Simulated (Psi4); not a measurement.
# BH3 (SMILES [H]B([H])[H]) at TPSSh/def2-TZVPPD

What is the vertical singlet–triplet gap of BH3 at TPSSh/def2-TZVPPD? 

Program for the calculation: Psi4 1.11.

## Step 1: The structure to begin with

BH3 has 4 atoms, charge 0, and is taken as a singlet. SMILES: `[H]B([H])[H]`. The coordinates come from a GFN2-xTB relaxation.

Bond lengths: B1–H2 1.164 Å, B1–H3 1.165 Å, B1–H4 1.165 Å. Angles: H2–B1–H3 120.0°, H2–B1–H4 120.0°, H3–B1–H4 120.0°.

## Step 2: Energy and forces at TPSSh/def2-TZVPPD

File input.json:

```json
{
 "schema_name": "qcschema_input",
 "schema_version": 1,
 "molecule": {
  "schema_name": "qcschema_molecule",
  "schema_version": 2,
  "symbols": ["B", "H", "H", "H"],
  "geometry": [0.00011338, 5.669e-05, -0.00264562, 2.19939554, -0.0572965, 0.02887502, -1.04944051, 1.93396461, -0.03524339, -1.15008732, -1.87672481, 0.00901399],
  "molecular_charge": 0,
  "molecular_multiplicity": 1,
  "fix_symmetry": "c1",
  "fix_com": true,
  "fix_orientation": true
 },
 "driver": "gradient",
 "model": {
  "method": "tpssh",
  "basis": "def2-TZVPPD"
 },
 "keywords": {
  "reference": "rks",
  "puream": true,
  "e_convergence": 1e-09,
  "d_convergence": 1e-08,
  "scf_type": "pk",
  "dft_radial_points": 99,
  "dft_spherical_points": 590,
  "scf_properties": ["MAYER_INDICES", "QUADRUPOLE", "WIBERG_LOWDIN_INDICES"]
 }
}
```

Launch:

```
psi4 --qcschema input.json -n 1 --memory 1600MB
```

stdout:

```text
[...]
                   'protocols': {'error_correction': {'default_policy': True, 'policies': None},
                                 'native_files': 'none',
[...]
  Running in c1 symmetry.
[...]
  Nuclear repulsion =    7.603081915919781
[...]
  Multiplicity = 1
[...]
  Nalpha       = 4
  Nbeta        = 4
[...]
    Number of basis functions: 88
[...]
   @RKS iter   1:   -26.56666234320348   -4.80003e-01   3.24062e-03 ADIIS/DIIS
[...]
   @RKS iter   8:   -26.62392857664685   -3.39639e-12   1.94448e-09 DIIS
[...]
    Orbital Energies [Eh]
    ---------------------
    Doubly Occupied:
       1A     -6.703359     2A     -0.506488     3A     -0.343672
       4A     -0.343645
[...]
  @RKS Final Energy:   -26.62392857664685
   => Energetics <=
    Nuclear Repulsion Energy =              7.6030819159197813
    One-Electron Energy =                 -49.4353553011351750
    Two-Electron Energy =                  19.8929484429189536
    DFT Exchange-Correlation Energy =      -4.6846036343504123
    Empirical Dispersion Energy =           0.0000000000000000
    VV10 Nonlocal Energy =                  0.0000000000000000
    Total Energy =                        -26.6239285766468541
[...]
 Multipole Moments:
 ------------------------------------------------------------------------------------
     Multipole            Electronic (a.u.)      Nuclear  (a.u.)        Total (a.u.)
 ------------------------------------------------------------------------------------
 L = 1.  Multiply by 2.5417464519 to convert [e a0] to [Debye]
 Dipole X            :         -0.0002599            0.0004346            0.0001747
 Dipole Y            :         -0.0001176            0.0002268            0.0001092
 Dipole Z            :          0.0089356           -0.0105825           -0.0016469
 Magnitude           :                                                    0.0016597
 L = 2.  Multiply by 1.3450342976 to convert [e a0^2] to [Debye ang]
 Quadrupole XX       :        -14.1064686            7.2613670           -6.8451016
 Quadrupole XY       :         -0.0030570            0.0027990           -0.0002581
[...]
  -Total Gradient:
     Atom            X                  Y                   Z
    ------   -----------------  -----------------  -----------------
       1        0.000172435275     0.000130696456    -0.000389529997
       2       -0.013457174677     0.000363182031    -0.000041547696
       3        0.006388892016    -0.011733649798     0.000349452470
       4        0.006895830564     0.011239768266     0.000081628625
[...]
```

The result, in JSON:

```text
{
 "driver": "gradient",
 "model": {
  "method": "tpssh",
  "basis": "def2-TZVPPD"
 },
 "success": true,
 "return_result": [0.00017243527508724988, 0.00013069645553428786, -0.00038952999667228225, -0.0134571746765281, 0.00036318203079748444, -4.15476963028117e-05, 0.006388892016066197, -0.01173364979755831, 0.00034945246963666386, 0.006895830563850958, 0.011239768265856737, 8.162862496339574e-05],
 "properties": {
  "calcinfo_nbasis": 88,
  "calcinfo_nmo": 88,
  "calcinfo_nalpha": 4,
  "calcinfo_nbeta": 4,
  "calcinfo_natom": 4,
  "nuclear_repulsion_energy": 7.603081915919781,
  "return_energy": -26.623928576646854,
  "return_gradient": [0.00017243527508724988, 0.00013069645553428786, -0.00038952999667228225, -0.0134571746765281, 0.00036318203079748444, -4.15476963028117e-05, 0.006388892016066197, -0.01173364979755831, 0.00034945246963666386, 0.006895830563850958, 0.011239768265856737, 8.162862496339574e-05],
  "scf_one_electron_energy": -49.435355301135175,
  "scf_two_electron_energy": 19.892948442918954,
  "scf_xc_energy": -4.684603634350412,
  "scf_dipole_moment": [0.0001747098763554833, 0.00010917973197982489, -0.0016468914961890943],
  "scf_total_energy": -26.623928576646854,
  "scf_total_gradient": [0.00017243527508724988, 0.00013069645553428786, -0.00038952999667228225, -0.0134571746765281, 0.00036318203079748444, -4.15476963028117e-05, 0.006388892016066197, -0.01173364979755831, 0.00034945246963666386, 0.006895830563850958, 0.011239768265856737, 8.162862496339574e-05],
  "scf_iterations": 8
 }
}
```

Run time: 26 s. Hardware: 1 thread of Intel Xeon Platinum 8375C at 2.90GHz (Ice Lake), shared host; peak memory 0.81 GiB.

## Step 3: The triplet

File bh3.py:

```python
import psi4

psi4.set_memory(1600000000)
psi4.set_num_threads(1)
psi4.core.set_output_file('output.dat', False)

geom = psi4.geometry("""
0 3
B
H 1 1.164325
H 1 1.164506 2 119.99004
H 1 1.16484 2 119.99968 3 -179.68184
symmetry c1
no_reorient
no_com
""")

options = {'basis': 'def2-TZVPPD', 'reference': 'uks', 'puream': True, 'e_convergence': 1e-09, 'd_convergence': 1e-08, 'scf_type': 'pk', 'dft_radial_points': 99, 'dft_spherical_points': 590, 'maxiter': 200}
psi4.set_options(options)

E, wfn = psi4.gradient('TPSSH', molecule=geom, return_wfn=True)
psi4.oeprop(wfn, 'WIBERG_LOWDIN_INDICES', 'MAYER_INDICES', 'QUADRUPOLE', title='TPSSH')
print('gradient / Eh bohr^-1')
print(E.np.round(6))
print(f'energy = {wfn.energy():.10f} Eh')
```

Launch:

```
python bh3.py
```

output.dat (excerpt; [...] marks lines left out):

```text
[...]
  Running in c1 symmetry.
[...]
  Nuclear repulsion =    7.603081197506819
[...]
  Multiplicity = 3
[...]
  Nalpha       = 5
  Nbeta        = 3
[...]
    Number of basis functions: 88
[...]
   @UKS iter   1:   -26.35341872103448   -2.66759e-01   3.78404e-03 DIIS/ADIIS
[...]
   @UKS iter  15:   -26.43234478455827   -7.17648e-13   3.70214e-09 DIIS
[...]
   @S^2 Observed:                2.005614436E+00
[...]
  @UKS Final Energy:   -26.43234478455827
   => Energetics <=
    Nuclear Repulsion Energy =              7.6030811975068193
    One-Electron Energy =                 -49.1331584110267130
    Two-Electron Energy =                  19.7243344017750815
    DFT Exchange-Correlation Energy =      -4.6266019728134538
    Empirical Dispersion Energy =           0.0000000000000000
    VV10 Nonlocal Energy =                  0.0000000000000000
    Total Energy =                        -26.4323447845582677
[...]
  -Total Gradient:
     Atom            X                  Y                   Z
    ------   -----------------  -----------------  -----------------
       1       -0.000637603621    -0.078881783900    -0.045486871620
       2        0.000120832149     0.033625509164    -0.024414432501
       3        0.000120933858    -0.004262980506     0.041295238834
       4        0.000395875355     0.049519367860     0.028606809604
[...]
 Multipole Moments:
 ------------------------------------------------------------------------------------
     Multipole            Electronic (a.u.)      Nuclear  (a.u.)        Total (a.u.)
 ------------------------------------------------------------------------------------
 L = 1.  Multiply by 2.5417464519 to convert [e a0] to [Debye]
 Dipole X            :          0.0011904           -0.0045036           -0.0033132
 Dipole Y            :         -0.2741805           -0.0001413           -0.2743218
 Dipole Z            :         -0.1583592           -0.0001343           -0.1584935
 Magnitude           :                                                    0.3168337
 L = 2.  Multiply by 1.3450342976 to convert [e a0^2] to [Debye ang]
 Quadrupole XX       :         -8.1448335            0.0001006           -8.1447329
 Quadrupole XY       :         -0.0096802            0.0201790            0.0104988
[...]
```

On the terminal:

```text
Memory set to   1.490 GiB by Python driver.
  Threads set to 1 by Python driver.
gradient / Eh bohr^-1
[[-0.000638 -0.078882 -0.045487]
 [ 0.000121  0.033626 -0.024414]
 [ 0.000121 -0.004263  0.041295]
 [ 0.000396  0.049519  0.028607]]
energy = -26.4323447846 Eh
```

Run time: 73 s. Hardware: 1 thread of Intel Xeon Platinum 8375C at 2.90GHz (Ice Lake), shared host; peak memory 0.8 GiB.

## Step 4: Results

At TPSSh/def2-TZVPPD:

| quantity | value |
| --- | --- |
| singlet: total energy | -26.62393 Eh |
| singlet: dipole moment | 0.00 D |
| singlet: HOMO energy | -9.35 eV |
| singlet: LUMO energy | -2.29 eV |
| singlet: HOMO–LUMO gap | 7.06 eV |
| singlet: largest force on an atom | 0.692 eV/Å |
| triplet: total energy | -26.43234 Eh |
| triplet: dipole moment | 0.81 D |
| triplet: HOMO energy (highest over α and β) | -4.56 eV |
| triplet: ⟨S²⟩ | 2.006 |
| triplet: largest force on an atom | 4.682 eV/Å |
| vertical energy of the triplet above the singlet | 5.213 eV |

At this shape the triplet lies 5.21 eV (120 kcal/mol) above the singlet. The largest force (singlet) is 0.69 eV/Å: the shape isn't a stationary point for this species at this level.
